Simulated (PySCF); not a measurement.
One molecule, one basis, several functionals.

Dimethylsilane, C₂H₈Si.
Numbering: `[CH3:1][SiH2:2][CH3:3]` (hydrogens: H4, H5, H6 on C1; H7, H8 on Si2; H9, H10, H11 on C3)

Structure used (PBE0-D3(BJ)/def2-SVP), in Å, numbered top down from 1:
```xyz
11
C2H8Si angstrom
C      1.4897    0.5482   -0.2089
Si     0.1217   -0.7345    0.0448
C     -1.5663    0.0882    0.1610
H      2.2190    0.5280    0.6146
H      1.0673    1.5637   -0.2587
H      2.0383    0.3672   -1.1453
H      0.3718   -1.5160    1.2990
H      0.1210   -1.7154   -1.0883
H     -2.3635   -0.6529    0.3248
H     -1.5898    0.8031    0.9988
H     -1.8003    0.6401   -0.7630
```

PySCF, def2-SVPD basis, density fitting, gas phase, PBE0-D3(BJ)/def2-SVP geometry; singlet excitations by full TDDFT with frozen cores, triplets by Tamm–Dancoff TDDFT and ionisation energies by ΔSCF, from the lowest of the holes tried. One functional is left out:

```json
{"functional": "LDA", "exact exchange (%)": "0", "HOMO energy (eV)": "-7.54", "LUMO energy (eV)": "-0.20", "lowest singlet excitation (eV)": "7.41", "lowest triplet excitation (eV)": "7.19", "dipole moment (D)": "0.809", "mean polarisability (au)": "57.9", "vertical ionisation energy (eV)": "10.79"}
{"functional": "PBE", "exact exchange (%)": "0", "HOMO energy (eV)": "-7.53", "LUMO energy (eV)": "-0.10", "lowest singlet excitation (eV)": "7.48", "lowest triplet excitation (eV)": "7.26", "dipole moment (D)": "0.802", "mean polarisability (au)": "56.6", "vertical ionisation energy (eV)": "10.75"}
{"functional": "PBE0", "exact exchange (%)": "25", "HOMO energy (eV)": "-8.83", "LUMO energy (eV)": "0.58", "lowest singlet excitation (eV)": "8.16", "lowest triplet excitation (eV)": "7.80", "dipole moment (D)": "0.786", "mean polarisability (au)": "54.6", "vertical ionisation energy (eV)": "10.96"}
{"functional": "BHandHLYP", "exact exchange (%)": "50", "HOMO energy (eV)": "-10.06", "LUMO energy (eV)": "1.08", "lowest singlet excitation (eV)": "8.57", "lowest triplet excitation (eV)": "8.24", "dipole moment (D)": "0.736", "mean polarisability (au)": "53.1", "vertical ionisation energy (eV)": "11.06"}
```

Task: Predict the row of B3LYP (20 % exact exchange) by straight lines through the other rows, and check it.

Result: 
```csv
property,line,computed,computed − line,"PBE0 (25 %), for comparison"
HOMO energy (eV),-8.55,-8.61,-0.06,-8.83
LUMO energy (eV),0.37,0.31,-0.06,0.58
lowest singlet excitation (eV),7.93,7.93,0.00,8.16
lowest triplet excitation (eV),7.65,7.70,+0.05,7.80
dipole moment (D),0.782,0.757,-0.025,0.786
mean polarisability (au),55.4,55.1,-0.3,54.6
vertical ionisation energy (eV),10.90,10.96,+0.06,10.96
```

Task: Which of these properties follows the share of exact exchange most closely, and which least?

Result: Most closely the HOMO energy, least the mean polarisability; the correlations over the tabulated rows are HOMO energy -1.000, lowest triplet excitation 0.996, LUMO energy 0.993, lowest singlet excitation 0.990, vertical ionisation energy 0.982, dipole moment -0.970, mean polarisability -0.959. The HOMO energy moves by -0.506 eV for every 10 %. Functionals with the same share still differ in their other parts: at 0 % LDA and PBE differ by 0.01 eV in it.
